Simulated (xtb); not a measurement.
OSi, charge +1, quartet, geometry from GFN2-xTB of the parent state (a state made from the parent by changing its charge; the spin is typed, not shown lowest); xtb with GFN0-xTB.

Input for xtb:
```
$ xtb mol.xyz --gfn 0 --chrg 1 --uhf 3 --json

# file mol.xyz
2

Si    -0.00000000    -0.00000000    -0.54858235
O      0.00000000     0.00000000     0.96001912
```

Question: Write the output that xtb gives for this input, abridged.

Answer: 
```
   ID    Z sym.   atoms
    1   14 Si     1
    2    8 O      2

           -------------------------------------------------
          |                Calculation Setup                |
           -------------------------------------------------

           -------------------------------------------------
          |                 G F N 0 - x T B                 |
           -------------------------------------------------

          ...................................................
          :                      SETUP                      :
          :.................................................:
          :  # basis functions                  14          :
          :  # atomic orbitals                  13          :
          :  # shells                            5          :
          :  # electrons                         9          :
          :  electronic temp.          300.0000000     K    :
          :  accuracy                    1.0000000          :
          :  -> integral cutoff          0.2500000E+02      :
          :  -> integral neglect         0.1000000E-07      :
          ...................................................

         :::::::::::::::::::::::::::::::::::::::::::::::::::::
         ::                     SUMMARY                     ::
         :::::::::::::::::::::::::::::::::::::::::::::::::::::
         :: total energy              -2.965242757502 Eh    ::
         :: gradient norm              0.107496733320 Eh/a0 ::
         :: HOMO-LUMO gap              0.000000000000 eV    ::
         ::.................................................::
         :: H0 energy                 -4.381005607144 Eh    ::
         :: repulsion energy           0.034361104290 Eh    ::
         :: electrostat energy         1.381548751687 Eh    ::
         :: -> Gsolv                   0.000000000000 Eh    ::
         ::    -> Gsasa                0.000000000000 Eh    ::
         ::    -> Gshift               0.000000000000 Eh    ::
         :: dispersion energy         -0.000147006334 Eh    ::
         :: short-range corr.          0.000000000000 Eh    ::
         :: add. restraining           0.000000000000 Eh    ::
         :: total charge               1.000000000000 e     ::
         :::::::::::::::::::::::::::::::::::::::::::::::::::::

           -------------------------------------------------
          |                Property Printout                |
           -------------------------------------------------

    * Orbital Energies and Occupations

         #    Occupation            Energy/Eh            Energy/eV
      -------------------------------------------------------------
         1        2.0000           -0.6767055             -18.4141
         2        2.0000           -0.4865497             -13.2397
         3        1.5000           -0.4513817             -12.2827
         4        1.5000           -0.4513817             -12.2827
         5        1.0000           -0.3971318             -10.8065
         6        0.5000           -0.3005844              -8.1793 (HOMO)
         7        0.5000           -0.3005844              -8.1793 (LUMO)
         8                         -0.1492194              -4.0605
         9                         -0.0907045              -2.4682
        10                         -0.0907045              -2.4682
        11                          0.0033302               0.0906
        12                          0.0033302               0.0906
        13                          0.3872054              10.5364
      -------------------------------------------------------------
                  HL-Gap            0.0000000 Eh            0.0000 eV
             Fermi-level            0.0000000 Eh            0.0000 eV

     #   Z          covCN         q      C6AA      α(0)
     1  14 Si       0.771     1.054   210.090    31.000
     2   8 O        0.771    -0.054    15.812     5.335

 Mol. C6AA /au·bohr⁶  :        329.973765
 Mol. C8AA /au·bohr⁸  :      19300.077831
 Mol. α(0) /au        :         36.334576

Wiberg/Mayer (AO) data.
largest (>0.10) Wiberg bond orders for each atom

 ---------------------------------------------------------------------------
     #   Z sym  total        # sym  WBO       # sym  WBO       # sym  WBO
 ---------------------------------------------------------------------------
     1  14 Si   1.455 --     2 O    1.455
     2   8 O    1.455 --     1 Si   1.455
 ---------------------------------------------------------------------------

Topologies differ in total number of bonds
Writing topology from bond orders to xtbtopo.mol

 dipole moment from electron density (au)
     X       Y       Z
  -0.0000  -0.0000  -1.0022  total (Debye):    2.547

           -------------------------------------------------
          | TOTAL ENERGY               -2.965242757502 Eh   |
          | GRADIENT NORM               0.107496733320 Eh/α |
          | HOMO-LUMO GAP               0.000000000000 eV   |
           -------------------------------------------------

normal termination of xtb
```
